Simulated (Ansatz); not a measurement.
A run of Ansatz (development build ahead of 0.2.0) on triplet AlB at this shape:

```tsv
atom	x (Å)	y (Å)	z (Å)
B	0.0183	0.0052	-1.0580
Al	0.0198	0.0419	1.0305
```

Its results:

```yaml
Converged: yes
Reference_energy: -266.33647 hartree
Correlation_energy: -0.08016 hartree
Total_energy: -266.41662 hartree
Spin_squared_of_the_determinant: 2.000
Stability_test: minimum among restricted orbitals
Occupied_orbitals_by_symmetry_in_an_Abelian_subgroup_alpha;_beta: 7 A1 1 B1 2 B2; 6 A1 1 B1 1 B2
```

Messages of the program:
```
mean field -7247.38447817 eV, -266.3364671191 hartree, gradient 1.2e-6 eV, S^2 2.000000; 16 other ends of a descent, 0 dependent functions left out
```

Q: Which input gives this output? Name the method, the orbitals and the basis set, and write the input.

A: ROHF-MP2 in def2-SVP.

```yaml
crystal:
  periodic: [false, false, false]
  atoms:
    - { symbol: B, position_ang: [0.01828, 0.00522, -1.05802] }
    - { symbol: Al, position_ang: [0.01983, 0.04193, 1.03045] }
basis:
  gaussian: { orbitals: def2-SVP }
magnetization:
  initial_magnetization: 2
hamiltonian:
  xc: hf
correlation:
  method: mp2
  frozen_orbitals: { Al: 5, B: 1 }
```

Caution: the determinant may break the point group.
